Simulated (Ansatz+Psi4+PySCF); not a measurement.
doublet O3(+): levels of theory in one basis

```xyz
3

O     0.3000    0.3000    0.3000
O    -0.2606    0.5946    1.3661
O     0.9904    0.9657   -0.4860
```

Basis set: cc-pVTZ (spherical functions). Frozen core: 3 orbitals. Correlation on ROHF uses semicanonical orbitals with singles. Charge 1, multiplicity 2.

Computed with Ansatz (development build ahead of 0.2.0); each method stands on the lowest determinant of its kind that the runs found.

```
  method  E − E(ROHF) (eV)  <S²> of the determinant
    ROHF              0.00                     0.75
     UHF             -1.69                     1.60
ROHF-MP2            -18.90                        –
 UHF-MP2            -18.08                     1.60
```

The restricted and unrestricted rows may stand on different electronic states: another unrestricted solution lies nearer the restricted one.

Caution: the determinant may break the point group. Caution for ROHF, ROHF-MP2: an unrestricted determinant lies well below. Caution for UHF, UHF-MP2: the unrestricted determinant is a mixture of spin states. Caution for ROHF-MP2, UHF-MP2: MP2 on this radical cation hangs on the determinant chosen; another reference gives a lower total.
